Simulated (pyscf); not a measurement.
Structures and frequencies: ωB97X-D3(BJ)/def2-SVP in PySCF.

### Question
List the bond dissociation enthalpies at 298 K of `[OH][As]([OH])[OH]` from ωB97M-D3(BJ)/def2-TZVP, from the weakest bond up.

### Answer
As–O to OH• + HO–As•–OH: 384.0 kJ/mol; H–O to •O–As(OH)–OH + H•: 454.9 kJ/mol. Ring and multiple bonds, and those that leave no two simple radicals, are not listed. Other isomers of HO–As•–OH, •O–As(OH)–OH were not searched in full and may lie lower. Left out: the spin-orbit lowering of OH. Elements up to Kr have no core potential and no relativistic terms here.
